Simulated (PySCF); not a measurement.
**Static response to an electric field**

Compound: C4H7N.
Cartesian coordinates in Å at the GFN2-xTB level; atoms count from 1:
```
atom  x, y, z in Å
C1    -0.1299    2.6463   -0.5205
N2    -0.0950    1.4846   -0.5067
C3    -0.0518    0.0801   -0.4637
C4    -1.2200   -0.4366    0.3764
C5     1.2951   -0.3687    0.1037
H6    -0.1542   -0.2780   -1.4974
H7    -1.1344   -0.0760    1.3992
H8    -1.2165   -1.5235    0.3845
H9    -2.1664   -0.0911   -0.0338
H10    2.1120    0.0226   -0.4989
H11    1.4123   -0.0062    1.1229
H12    1.3501   -1.4543    0.1082
```

Level: wB97X-D/def2-SVPD (PySCF), static field, nuclei fixed, core orbitals frozen in the response. The polarisability tensor in these axes (au):

```
x   51.04 -0.63 -0.49
y   -0.63 63.32 -2.59
z   -0.49 -2.59 45.95
```

Q: Give the principal values, the mean and the anisotropy Δα = √{½[(α1 − α2)² + (α2 − α3)² + (α1 − α3)²]}.

A: Principal values 45.51, 51.08 and 63.72 au; mean 53.44 au = 7.92 Å³ = 8.81 × 10⁻⁴⁰ C²·m²/J; Δα = 16.16 au (30 % of the mean).

Q: What is the dipole moment, and where does it point?

A: (0.14, -4.01, 0.25) D, 4.02 D in size, pointing from the negative to the positive side. Measured along this direction, the outermost atoms are C1 at the negative end and H12 and H8 at the positive end.

Q: Traceless (Buckingham) quadrupole moment about the centre of nuclear charge: eigenvalues?

A: -10.01, 4.94, 5.08 D·Å. The values depend on the origin, since the dipole doesn't vanish. The electronic extent ⟨r²⟩ about the same centre is 434 bohr², a root-mean-square distance of 1.79 Å for the 38 electrons.

Q: Find the Langevin capture rate constant for NH4+ (18.034 u) meeting this molecule (69.058 u), k = 2.342 × 10⁻⁹ cm³/s × √(α in Å³ / reduced mass in u).

A: The reduced mass is 14.30 u, so k = 1.74 × 10⁻⁹ cm³/s. The formula leaves out the permanent dipole, which adds to the capture rate.

Q: Give the principal axes and the span of the nuclei along them.

A: Largest value along (-0.04, 0.99, -0.14), where the nuclei span 4.21 Å; middle along (0.99, 0.03, -0.11), 4.31 Å; least along (0.10, 0.15, 0.98), 2.78 Å. 

Isolated species at its GFN2-xTB geometry, gas phase.

These values come from a run that also computed excited states. Time: 16 s. Hardware: Arm Neoverse V1, one thread, on a shared host.
